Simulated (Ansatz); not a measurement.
Calculated with Ansatz (gas phase, PBE0-D4/def2-TZVP geometries, no zero-point term in ΔE). CCSD(T)/CBS adds triple-zeta CCSD(T) − MP2 to the extrapolated MP2 energy (def2 sets, frozen cores). This one scheme is used for every species. DFT in def2-TZVPP. HSE06 is defined as in plane-wave codes.

BH₃ + PH₃ → `[BH3-][PH3+]`  (adduct formation)

Problem. Is it downhill or uphill in electronic energy at CCSD(T)/CBS, and by how much? (Best estimate.)

Solution. Ansatz gave: Downhill: ΔE = -1.07 eV.

Problem. What do these levels give: PBE-D4, r2SCAN-D4, HSE06-D4, BHLYP-D4, PBE, BLYP, r2SCAN, CAM-B3LYP, LC-ωPBE, HF/def2-SVP, MP2/def2-QZVPP, CCSD/CBS(def2)? (Best estimate.)

Solution. Ansatz gave: PBE-D4 -1.41, r2SCAN-D4 -1.33, HSE06-D4 -1.35, BHLYP-D4 -1.02, PBE -1.34, BLYP -0.94, r2SCAN -1.31, CAM-B3LYP -1.06, LC-ωPBE -1.27, HF/def2-SVP -0.48, MP2/def2-QZVPP -1.16, CCSD/CBS(def2) -0.99 eV.

Largest T1 diagnostic among the species: 0.013.

In def2-TZVPP, CCSD(T) changes the Hartree–Fock value by −0.54 eV (the triples alone add −0.08 eV) and MP2 by −0.65 eV. From PBE to PBE0 (25 % exact exchange), in def2-TZVPP and without D4, ΔE moves by +0.05 eV. At CCSD(T), def2-SVP lies +0.10 eV from the extrapolated value and def2-TZVPP +0.04 eV.
